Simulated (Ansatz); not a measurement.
**CH4 (singlet): the correlation ladder at distance C1–H3 = 3.711 Å, 6-31G**

Aim: climb from Hartree-Fock through coupled cluster and multireference methods for CH4 (singlet) at one geometry and basis, and see what each rung misses.

Method: 6-31G, core rule «outside noble gas», up to 1 orbitals frozen; program: Ansatz 0.2.0, Gaussian basis.

To be run: UHF; CCSD(T) on RHF; CCSD(T) on UHF; BCCD(T) on RHF; CISD; CCSDT(Q) on RHF; CCSDT(Q) on UHF; CISDTQ; CCSDTQ on RHF; CCSDTQ on UHF; CASSCF and MRCISD+Q, 2 electrons in 2 orbitals; CASSCF and NEVPT2, 2 electrons in 2 orbitals; CASSCF and MRCISD+Q, 8 electrons in 8 orbitals; CASSCF and MRCISD+Q(relaxed), 8 electrons in 8 orbitals; CASSCF and NEVPT2, 8 electrons in 8 orbitals; Full CI.

18 further runs of the same task are left out: 13 that didn't finish, 5 set aside as unsound or not needed.

### Step 1. The system

The geometry derives from a PBE0/def2-TZVP stationary point (not a proven minimum). One bond is set to the value named and the two fragments are kept rigid.

5 atoms, charge 0, spin multiplicity 1.

Atoms are counted from 1 here; the program's logs count them from 0.

Bond lengths: C1–H2 1.090 Å, C1–H4 1.090 Å, C1–H5 1.090 Å. Angles: H2–C1–H4 109.5°, H2–C1–H5 109.5°, H4–C1–H5 109.5°.

### Step 2. UHF

Contents of in.yaml:

```yaml
crystal:
  periodic: [false, false, false]
  atoms:
    - {symbol: C, position_ang: [0.095466, 0.094733, -0.095068]}
    - {symbol: H, position_ang: [0.723503, 0.724744, 0.534153]}
    - {symbol: H, position_ang: [-2.055562, -2.039780, 2.046999]}
    - {symbol: H, position_ang: [-0.531128, 0.722898, -0.727566]}
    - {symbol: H, position_ang: [0.725604, -0.536711, -0.720743]}
basis:
  gaussian: {orbitals: 6-31G}
magnetization: {spin_polarized: true, initial_magnetization: 0}
hamiltonian: {xc: hf}
output: {orbitals: {seedname: orbitals}}
```

Started as:

```
$ ansatz run in.yaml --threads 1 --pin off --events-out ev --progress --plain --max-ram 2393MiB
```

After this run come: CCSD(T) on RHF; CCSD(T) on UHF; BCCD(T) on RHF; CISD; CCSDT(Q) on RHF; CCSDT(Q) on UHF; CISDTQ; CCSDTQ on RHF; CCSDTQ on UHF; CASSCF and MRCISD+Q, 2 electrons in 2 orbitals; CASSCF and NEVPT2, 2 electrons in 2 orbitals; CASSCF and MRCISD+Q, 8 electrons in 8 orbitals; CASSCF and MRCISD+Q(relaxed), 8 electrons in 8 orbitals; CASSCF and NEVPT2, 8 electrons in 8 orbitals; Full CI.

Before running them: what should the planned runs give, taken together? Wanted: FCI below the RHF energy; RMP2 from FCI; UMP2 from FCI; RCCSD from FCI; RCCSD(T) from FCI; UCCSD(T) from FCI; RCCSDT(Q) from FCI; UCCSDT(Q) from FCI; NEVPT2 pair from FCI.

**Answer**, as computed:

```
                         quantity                                                                                                                                         value
         FCI below the RHF energy                                                                                                                                    -7.6554 eV
                    RMP2 from FCI                                                                                                                               +49.30 kcal/mol
                    UMP2 from FCI                                                                                                                               +12.51 kcal/mol
                   RCCSD from FCI                                                                                                                                +7.03 kcal/mol
                RCCSD(T) from FCI                                                                                                                                -8.46 kcal/mol
                UCCSD(T) from FCI                                                                                                                                +0.43 kcal/mol
               RCCSDT(Q) from FCI                                                                                                                                +0.08 kcal/mol
               UCCSDT(Q) from FCI                                                                                                                                +0.08 kcal/mol
             NEVPT2 pair from FCI                                                                                                                               +12.56 kcal/mol
           MRCISD+Q pair from FCI                                                                                                                                +0.11 kcal/mol
          NEVPT2 valence from FCI                                                                                                                                +5.10 kcal/mol
levels within 1 kcal/mol (43 meV)  UCCSD(T), RCCSDT, UCCSDT, RCCSDT(Q), UCCSDT(Q), RCCSDTQ, UCCSDTQ, MRCISD+Q pair, MRCISD valence, MRCISD+Q valence, MRCISD+Q(relaxed) valence
                    T1 diagnostic                                                                                                                                         0.073
   effectively unpaired electrons                                                                                                                                          1.98
```

**Reading.** RCCSD(T) lands -8.46 kcal/mol from the yardstick (4.8 % of the correlation energy). CCSD(T) misses by -8.46 kcal/mol on the restricted determinant and by +0.43 kcal/mol on the unrestricted one; the two need not hold the same state or core. RCCSD(T), BCCD(T), MRCISD+Q(relaxed) valence fall below full CI, which methods that aren't variational can do. The occupations show strong static correlation (2.0 unpaired electrons where one determinant has 0). Of the multireference levels listed MRCISD+Q(relaxed) valence comes nearest in total energy (-0.05 kcal/mol), which doesn't show that its space is the better one. These misses are within one basis, not against nature.
